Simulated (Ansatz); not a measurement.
**Worked example: CH$_{3}$⁺, quintet against CH3⁺, triplet**

Geometry (PBE0/def2-TZVP stationary point of a triplet), kept for both states (CH3⁺, triplet: A2; CH3⁺, quintet: A2):

```xyz
4

C     0.0000    0.0000    0.0548
H     0.0000    0.6835   -0.8953
H     0.0000    0.0000    1.1377
H     0.0000   -0.6835   -0.8953
```

Basis cc-pVTZ; Ansatz 0.2.0. Correlated methods freeze the noble-gas cores. R marks a restricted (for open shells ROHF) determinant, U an unrestricted one.

Full CI isn't at hand for all of this; UCCSDT(Q) serves as the reference, and is uncertain by about the last step of the cluster series.

```tsv
level	E(CH3⁺, triplet) (hartree)	E(CH3⁺, quintet) (hartree)
UMP2	-39.237969	-38.777685
UCCSD(T)	-39.262132	-38.806981
PBE	-39.296011	-38.845411
PBE0	-39.304943	-38.848345
UCCSDT(Q)	-39.262770	-38.808381
```

Problem. Give the vertical gap, CH3⁺ quintet less CH3⁺ triplet, at each level in eV (1 hartree = 27.2114 eV), and each error against UCCSDT(Q).

Solution. UCCSDT(Q): (-38.808381 − (-39.262770)) × 27.2114 = 12.365 eV (the reference)
PBE0: (-38.848345 − (-39.304943)) × 27.2114 = 12.425 eV, error 0.060 eV
PBE: (-38.845411 − (-39.296011)) × 27.2114 = 12.261 eV, error -0.104 eV
UCCSD(T): (-38.806981 − (-39.262132)) × 27.2114 = 12.385 eV, error 0.020 eV
UMP2: (-38.777685 − (-39.237969)) × 27.2114 = 12.525 eV, error 0.160 eV

Total energies of functionals can't be set beside those of wave-function methods, since they hold the core's correlation and their own absolute errors; only the differences compare.

Each level lands on the state that its own search finds. T1 diagnostics of restricted CCSD: 0.020 and 0.048.
